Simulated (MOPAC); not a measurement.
MOPAC input (PM7):

```
PM7 PRECISE GNORM=0.05 LET XYZ UHF MS=0.5 GEO-OK AUX(PRECISION=9) THREADS=1
C3H2N

C    -0.12819188 1   -1.79855064 1   -0.02279421 1
C     0.14036256 1   -0.52663028 1   -0.01391446 1
C     0.04067635 1    0.80462693 1    0.01087614 1
H    -1.15297079 1   -2.16660009 1    0.01318024 1
H     0.65584793 1   -2.54974214 1   -0.06640254 1
N     0.02572010 1    1.97709517 1    0.02974534 1
```

Output:

```
 *******************************************************************************
 **                                                                           **
 **                              MOPAC v23.2.5                                **
 **                                                                           **
 *******************************************************************************
 ** MOPAC's Digital Object Identifier: https://doi.org/10.5281/zenodo.6511958 **
 **                                                                           **
 ** Please cite the open-source release paper for use of this MOPAC version:  **
 ** J. E. Moussa and J. J. P. Stewart (2026)                                  **
 ** MOPAC: An open-source semiempirical molecular orbital program             **
 ** J. Open Source Softw., 11(119), 8025, https://doi.org/10.21105/joss.08025 **
 *******************************************************************************

                              PM7 CALCULATION RESULTS

 *******************************************************************************
 *  PM7        - The PM7 Hamiltonian to be used
 *  GEO-OK     - OVERRIDE INTERATOMIC DISTANCE AND OTHER SAFETY CHECKS
 *  UHF        - UNRESTRICTED HARTREE-FOCK CALCULATION
 *  MS=        - IN MECI, MAGNETIC COMPONENT OF SPIN =  0.5
 *  LET        - OVERRIDE SOME SAFETY CHECKS
 *  PRECISE    - TIGHTER CRITERIA TO BE USED
 *  XYZ        - CARTESIAN COORDINATE SYSTEM TO BE USED
 *  GNORM      - EXIT WHEN GRADIENT NORM DROPS BELOW 0.050
 *  AUX        - OUTPUT AUXILIARY INFORMATION
 *******************************************************************************
PM7 PRECISE GNORM=0.05 LET XYZ UHF MS=0.5 GEO-OK AUX(PRECISION=9) THREADS=1
 C3H2N

   ATOM   CHEMICAL          X               Y               Z
  NUMBER   SYMBOL      (ANGSTROMS)     (ANGSTROMS)     (ANGSTROMS)

     1       C         -0.12819188  *  -1.79855064  *  -0.02279421  *
     2       C          0.14036256  *  -0.52663028  *  -0.01391446  *
     3       C          0.04067635  *   0.80462693  *   0.01087614  *
     4       H         -1.15297079  *  -2.16660009  *   0.01318024  *
     5       H          0.65584793  *  -2.54974214  *  -0.06640254  *
     6       N          0.02572010  *   1.97709517  *   0.02974534  *

          CARTESIAN COORDINATES

    NO.       ATOM           X           Y           Z

     1         C         -0.1282     -1.7986     -0.0228
     2         C          0.1404     -0.5266     -0.0139
     3         C          0.0407      0.8046      0.0109
     4         H         -1.1530     -2.1666      0.0132
     5         H          0.6558     -2.5497     -0.0664
     6         N          0.0257      1.9771      0.0297

 General Reference for PM7:
 "Optimization of Parameters for Semiempirical Methods VI: More Modifications to the
 NDDO Approximations and Re-optimization of Parameters", J. J. P. Stewart, J. Mol. Mod., 1:32, 19 (2013)
 https://link.springer.com/article/10.1007/s00894-012-1667-x

           Empirical Formula: C3 H2 N  =     6 atoms

      MOLECULAR POINT GROUP   :   Cs

          UHF CALCULATION, NO. OF ALPHA ELECTRONS =   10
                           NO. OF BETA  ELECTRONS =    9

          Geometry optimization using EF

          DIAGONAL MATRIX USED AS START HESSIAN

 CYCLE:     1  GRAD.:   204.618 HEAT:  86.33849
 CYCLE:     2  GRAD.:   551.719 HEAT:  147.9585
 CYCLE:     3  GRAD.:   379.572 HEAT:  123.4198
 CYCLE:     4  GRAD.:   547.224 HEAT:  153.8024
 CYCLE:     5  GRAD.:   442.631 HEAT:  111.9415
 CYCLE:     6  GRAD.:   558.918 HEAT:  158.5834
 CYCLE:     7  GRAD.:   223.922 HEAT:  111.5412
 CYCLE:     8  GRAD.:  1406.988 HEAT:  198.7116
 CYCLE:     9  GRAD.:   279.890 HEAT:  104.7817
 CYCLE:    10  GRAD.:   429.328 HEAT:  133.1005
 CYCLE:    11  GRAD.:   134.931 HEAT:  89.97921
 CYCLE:    12  GRAD.:   314.532 HEAT:  95.62140
 CYCLE:    13  GRAD.:    58.029 HEAT:  84.34744
 CYCLE:    14  GRAD.:   121.159 HEAT:  84.46752
 CYCLE:    15  GRAD.:    35.843 HEAT:  83.91104
 CYCLE:    16  GRAD.:    16.064 HEAT:  83.82866
 CYCLE:    17  GRAD.:     5.596 HEAT:  83.75025
 CYCLE:    18  GRAD.:     2.197 HEAT:  83.73038
 CYCLE:    19  GRAD.:    15.340 HEAT:  83.66602
 CYCLE:    20  GRAD.:    20.814 HEAT:  83.63107
 CYCLE:    21  GRAD.:     7.234 HEAT:  83.62507
 CYCLE:    22  GRAD.:    13.358 HEAT:  83.61180
 CYCLE:    23  GRAD.:     4.280 HEAT:  83.59899
 CYCLE:    24  GRAD.:     1.323 HEAT:  83.59825
 CYCLE:    25  GRAD.:     0.097 HEAT:  83.59793
 CYCLE:    26  GRAD.:     0.099 HEAT:  83.59792
 CYCLE:    27  GRAD.:     0.026 HEAT:  83.59792

     GRADIENT =  0.02559 IS LESS THAN CUTOFF =  0.05000

 -------------------------------------------------------------------------------
 PM7 PRECISE GNORM=0.05 LET XYZ UHF MS=0.5 GEO-OK AUX(PRECISION=9) THREADS=1
 C3H2N

     GEOMETRY OPTIMISED USING EIGENVECTOR FOLLOWING (EF).
     SCF FIELD WAS ACHIEVED

                              PM7 CALCULATION
                                                       MOPAC v23.2.5 Linux

          FINAL HEAT OF FORMATION =         83.59792 KCAL/MOL =     349.77369 KJ/MOL

          COSMO AREA              =         95.86 SQUARE ANGSTROMS
          COSMO VOLUME            =         76.83 CUBIC ANGSTROMS

          GRADIENT NORM           =          0.02559          =       0.01045 PER ATOM
          IONIZATION POTENTIAL    =          9.965506 EV
          ALPHA SOMO LUMO (EV)    =         -9.966 -0.789
          BETA  SOMO LUMO (EV)    =        -11.268 -1.282
          NO. OF ALPHA ELECTRONS  =         10
          NO. OF BETA  ELECTRONS  =          9
          MOLECULAR WEIGHT        =         52.0555         POINT GROUP:  C2v

          MOLECULAR DIMENSIONS (Angstroms)

            Atom       Atom       Distance
            N     6    H     5     4.52004
            H     5    H     4     1.78311
            N     6    C     2     0.00007

          SCF CALCULATIONS        =         28

   ATOM   CHEMICAL          X               Y               Z
  NUMBER   SYMBOL      (ANGSTROMS)     (ANGSTROMS)     (ANGSTROMS)

     1       C         -0.09955668  *  -1.82948033  *  -0.02443068  *
     2       C         -0.03145859  *  -0.51181935  *  -0.00672716  *
     3       C          0.03762044  *   0.83167879  *   0.01140138  *
     4       H         -1.03835789  *  -2.37415117  *   0.00560010  *
     5       H          0.77815998  *  -2.46699938  *  -0.07033177  *
     6       N          0.09758811  *   2.00045078  *   0.02720616  *

                             CARTESIAN COORDINATES

   1    C       -0.099556683    -1.829480325    -0.024430683
   2    C       -0.031458587    -0.511819353    -0.006727158
   3    C        0.037620445     0.831678794     0.011401380
   4    H       -1.038357886    -2.374151167     0.005600104
   5    H        0.778159984    -2.466999381    -0.070331774
   6    N        0.097588112     2.000450780     0.027206158

           Empirical Formula: C3 H2 N  =     6 atoms

      MOLECULAR POINT GROUP   :   C2v

          ALPHA EIGENVALUES
 -35.30756 -27.63030 -23.63882 -17.43351 -16.42998 -14.86249 -14.40324 -14.21651
 -11.42779  -9.96551  -0.78950   0.97609   1.63948   3.22170   4.58166   4.89331
   5.24069   5.32498

           BETA EIGENVALUES
 -34.56308 -27.41355 -23.39630 -17.22435 -15.85437 -14.55805 -13.69455 -13.65362
 -11.26802  -1.28229  -0.68825   1.91608   1.95091   3.45228   4.81227   5.04516
   5.36802   5.50502

              NET ATOMIC CHARGES AND DIPOLE CONTRIBUTIONS

  ATOM NO.   TYPE          CHARGE      No. of ELECS.   s-Pop       p-Pop
    1          C          -0.218818        4.2188     1.09454     3.12428
    2          C          -0.066190        4.0662     1.09142     2.97477
    3          C           0.120735        3.8793     1.06707     2.81219
    4          H           0.180254        0.8197     0.81975
    5          H           0.180256        0.8197     0.81974
    6          N          -0.196236        5.1962     1.83666     3.35957
 DIPOLE           X         Y         Z       TOTAL
 POINT-CHG.    -0.181    -3.509    -0.047     3.514
 HYBRID        -0.021    -0.419    -0.006     0.419
 SUM           -0.202    -3.928    -0.053     3.933

          ATOMIC ORBITAL ELECTRON POPULATIONS

     Atom    s        px        py        pz
    1  C   1.09454   1.14067   1.00920   0.97441
    2  C   1.09142   1.01439   0.94785   1.01253
    3  C   1.06707   0.95997   0.90628   0.94594
    4  H   0.81975
    5  H   0.81974
    6  N   1.83666   1.08251   1.20959   1.06747

                    (SZ)    =    0.500000
                    (S**2)  =    0.842072

          ATOMIC ORBITAL SPIN POPULATIONS

    Atom   Total    s     px     py     pz
         Atomic
    1  C -0.2724 -0.014 -0.013 -0.031 -0.215
    2  C  1.0274  0.028  0.781  0.029  0.190
    3  C -0.3092 -0.020 -0.171 -0.024 -0.094
    4  H  0.0500  0.050
    5  H  0.0500  0.050
    6  N  0.4541  0.006  0.316  0.012  0.121

 **********************
 *                    *
 * JOB ENDED NORMALLY *
 *                    *
 **********************

 == MOPAC DONE ==
```
